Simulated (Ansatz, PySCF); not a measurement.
tetrafluoroethylene cation (C2F4), SMILES C(F)(F)=C(F)F (connectivity only; charge and spin as stated), charge +1, multiplicity 2. Atoms are numbered in the order given.

```xyz
6

F      0.0000     1.0804    -1.3504
C      0.0000     0.0000    -0.7098
F      0.0000    -1.0804    -1.3504
C      0.0000     0.0000     0.7098
F      0.0000    -1.0804     1.3504
F      0.0000     1.0804     1.3504
```
Charge +1, spin multiplicity 2.

Geometry: PBE0-D3(BJ)/def2-SVP. The spin state was assumed, not searched.

Two levels are set side by side: PBE-D3(BJ)/def2-SVP (Ansatz, a first-principles code) and PBE0-D3(BJ)/def2-SVP (Ansatz). Each level has its own optimised geometry; the coordinates shown are those of the second. Frequencies come from the Hessian of PySCF at each geometry. Differences are taken from unrounded values.

```tsv
quantity	PBE0-D3(BJ)
mean bond length (Å)	1.289
bond F1–C2 (Å)	1.256
bond C2–F3 (Å)	1.256
bond C2–C4 (Å)	1.420
bond C4–F5 (Å)	1.256
bond C4–F6 (Å)	1.256
highest harmonic wavenumber (cm⁻¹)	1781
mean harmonic wavenumber (cm⁻¹)	851
zero-point energy (kcal/mol)	14.60
```

### Question
What does PBE-D3(BJ) give, and how far is it from PBE0-D3(BJ)? (An estimate is asked for; the answer gives what the named calculation found.)

### Answer

```json
[
 {"quantity": "mean bond length (Å)", "PBE-D3(BJ)": "1.305", "PBE-D3(BJ) minus PBE0-D3(BJ)": "0.016"},
 {"quantity": "bond F1–C2 (Å)", "PBE-D3(BJ)": "1.273", "PBE-D3(BJ) minus PBE0-D3(BJ)": "0.017"},
 {"quantity": "bond C2–F3 (Å)", "PBE-D3(BJ)": "1.273", "PBE-D3(BJ) minus PBE0-D3(BJ)": "0.017"},
 {"quantity": "bond C2–C4 (Å)", "PBE-D3(BJ)": "1.432", "PBE-D3(BJ) minus PBE0-D3(BJ)": "0.012"},
 {"quantity": "bond C4–F5 (Å)", "PBE-D3(BJ)": "1.273", "PBE-D3(BJ) minus PBE0-D3(BJ)": "0.017"},
 {"quantity": "bond C4–F6 (Å)", "PBE-D3(BJ)": "1.273", "PBE-D3(BJ) minus PBE0-D3(BJ)": "0.017"},
 {"quantity": "highest harmonic wavenumber (cm⁻¹)", "PBE-D3(BJ)": "1669", "PBE-D3(BJ) minus PBE0-D3(BJ)": "-112"},
 {"quantity": "mean harmonic wavenumber (cm⁻¹)", "PBE-D3(BJ)": "804", "PBE-D3(BJ) minus PBE0-D3(BJ)": "-47"},
 {"quantity": "zero-point energy (kcal/mol)", "PBE-D3(BJ)": "13.80", "PBE-D3(BJ) minus PBE0-D3(BJ)": "-0.80"}
]
```

Exact exchange shortens and stiffens bonds; PBE has none. Differences between two approximate levels are no errors against the true value.
